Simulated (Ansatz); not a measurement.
**Worked example: correlation energy of CH⁺, triplet**

Geometry: that of the CH⁺, singlet, kept fixed. The singlet lies 1.2 eV lower here.

```xyz
2

C     0.0000    0.0000    0.0000
H     0.0000    0.0000    1.1404
```

Basis cc-pVQZ; Ansatz 0.2.0. Correlated methods freeze the noble-gas cores, which leaves 4 electrons in 84 orbitals. R marks a restricted (for open shells ROHF) determinant, U an unrestricted one.

Full CI is exact within this basis and frozen core; it isn't the basis-set limit. The frozen core follows each run's orbitals, which can shift R against U totals by a few meV.

UCCSD has a T1 diagnostic of 0.019 and a largest doubles amplitude of 0.08.

Runs differ by some tens of microhartree through their thresholds and, for an open shell, their frozen cores, so the step to full CI, which has another core, is uncertain by up to 0.1 kcal/mol.

| level | total energy (hartree) |
| --- | --- |
| UHF | -37.904822 |
| UMP2 | -37.968771 |
| UCCSD | -37.984390 |
| UCCSD(T) | -37.986088 |
| UCCSDT | -37.986489 |
| UCCSDT(Q) | -37.986507 |
| full CI | -37.986440 |

Task: What is the correlation energy at full CI, and what share of it do UMP2 and UCCSD(T) recover?

Result: E(corr) = -37.986440 − (-37.904822) = -0.081618 hartree = -2.221 eV. UMP2: -0.063949 / -0.081618 = 78.35 %. UCCSD(T): -0.081266 / -0.081618 = 99.57 %.

Task: By how many kcal/mol does UCCSD(T) miss full CI (1 hartree = 627.509 kcal/mol), and which steps make up the rest?

Result: -37.986088 − (-37.986440) = 0.000352 hartree = 0.22 kcal/mol. Steps: UCCSDT − UCCSD(T) = -0.25, UCCSDT(Q) − UCCSDT = -0.01, full CI − UCCSDT(Q) = 0.04 kcal/mol. That is within 1 kcal/mol of the reference in this basis, which itself misses far more of the correlation at the basis-set limit.
